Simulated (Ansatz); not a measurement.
`[O]=[Al][OH]` at its PBE0-D4/def2-TZVP geometry, where that method's forces vanish. The species carries charge 0 and has multiplicity 1.

```
atom   x (Å)   y (Å)   z (Å)
  O1   1.474   1.437   0.778
 Al2   0.435   0.417   0.126
  O3  -0.624  -0.629  -0.623
  H4  -1.286  -1.225  -0.281
```

Question: For each bond, give half the difference of the two atoms' forces along it (eV/Å; positive pushes the atoms apart) under PBE-D4, r2SCAN-D4, B3LYP-D4, ωB97M-V in def2-TZVPP. (An estimate is asked.)

Answer: The calculation gave: 
```tsv
bond	length (Å)	PBE-D4	r2SCAN-D4	B3LYP-D4	ωB97M-V
O1–Al2	1.595	0.57	0.18	0.08	-0.08
Al2–O3	1.666	-0.03	-0.01	0.05	0.11
O3–H4	0.954	0.29	-0.02	0.00	-0.07
```

B3LYP here is the variant with VWN-RPA as its local correlation; programs differ in this.

Computed with Ansatz.
